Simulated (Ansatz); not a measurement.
# How close CCSD(T) comes to the exact answer in a basis

Each species is computed at the geometry given (Å), with frozen cores, in Ansatz 0.2.0: RHF-CCSD(T) for singlets, UHF-CCSD(T) otherwise, and full CI in the same basis. The program picks the determinant by trial CCSD, so it needn't be the lowest Hartree–Fock solution. States: HBBe Π, BCl⁺ Σ⁺ or Δ, H3S⁺ A''. Cases whose determinant has another symmetry than full CI's state, or whose (Q) step broke down, weren't drawn.

Q: Judging by size, spin and bonding and the diagnostics given, rank them by the size of CCSD(T)'s error in total energy against full CI in the same basis, smallest first (an estimate).
A. HBBe, triplet, cc-pVDZ: B 0.000 0.000 0.424; Be 0.000 0.000 -2.036; H 0.000 0.000 1.613. T1 0.044, (T) -83 meV in a correlation energy of -2.84 eV
B. H$_{3}$S⁺, triplet, 6-31G: S 0.000 -0.039 0.005; H 0.000 1.318 0.005; H 0.000 -0.037 1.365; H 0.000 -0.037 -1.516. T1 0.013, (T) -18 meV in a correlation energy of -1.91 eV
C. BCl⁺, doublet, 6-31G: B 0.000 0.000 0.000; Cl 0.000 0.000 1.596. T1 0.029, (T) -131 meV in a correlation energy of -2.51 eV

A: B (6.8 meV), C (17.3 meV), A (47.5 meV).

| species | basis | correlated electrons | CCSD(T) − full CI (meV) | CCSDT(Q) − full CI (meV) | unpaired electrons (full CI) | T1 | ⟨S²⟩ of the determinant |
| --- | --- | --- | --- | --- | --- | --- | --- |
| H3S⁺, triplet | 6-31G | 8 | 6.8 | 0.1 | 2.02 | 0.013 | 2.03 |
| BCl⁺, doublet | 6-31G | 9 | 17.3 | -5.8 | 1.04 | 0.029 | 0.77 |
| HBBe, triplet | cc-pVDZ | 6 | 47.5 | 0.8 | 2.08 | 0.044 | 2.09 |

Unpaired electrons are Σ n²(2−n)² over natural occupations; an open shell counts its own unpaired electrons too. Frozen cores follow each run's orbitals, which moves totals by a few meV.
